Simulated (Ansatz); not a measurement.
`CC(C)CC(C)O` at its PBE0-D4/def2-TZVP geometry, where that method's forces vanish. Charge 0, multiplicity 1.

```xyz
21

C     2.0321    1.4083   -0.3246
C     0.7646    0.8776    0.3289
C    -0.2941    1.9676    0.4099
C     0.2708   -0.3559   -0.4214
C    -0.9337   -1.0470    0.1860
C    -1.3321   -2.2790   -0.6031
O    -0.5919   -1.3834    1.5230
H     2.8108    0.6419   -0.3642
H     2.4321    2.2651    0.2236
H     1.8345    1.7350   -1.3512
H     1.0077    0.5634    1.3494
H    -1.1765    1.6391    0.9629
H    -0.6167    2.2750   -0.5909
H     0.0987    2.8532    0.9162
H     0.0220   -0.0770   -1.4530
H     1.0847   -1.0884   -0.4800
H    -1.7818   -0.3459    0.1919
H    -0.5080   -2.9964   -0.6284
H    -1.5965   -2.0161   -1.6305
H    -2.2008   -2.7703   -0.1541
H    -1.3259   -1.8668    1.9096
```

Task: What forces (eV/Å) does B3LYP-D4/def2-TZVPP give on these atoms in Ansatz? (Best estimate.)

Result: The calculation gave: 
```
C1   0.212  0.085 -0.084
C2   0.062 -0.062  0.190
C3  -0.170  0.173  0.039
C4   0.101 -0.085 -0.196
C5  -0.188  0.188 -0.225
C6  -0.072 -0.187 -0.117
O7   0.023 -0.093  0.312
H8  -0.029  0.046 -0.002
H9  -0.008 -0.040 -0.033
H10  0.022 -0.012  0.046
H11 -0.010  0.029 -0.067
H12  0.044  0.035 -0.034
H13  0.006 -0.007  0.052
H14 -0.029 -0.038 -0.024
H15  0.020 -0.019  0.054
H16 -0.047  0.044 -0.006
H17  0.053 -0.059  0.007
H18 -0.049  0.027 -0.007
H19  0.010 -0.021  0.046
H20  0.040  0.013 -0.024
H21  0.009 -0.016  0.074
```

B3LYP here is the variant with VWN-RPA as its local correlation; programs differ in this.
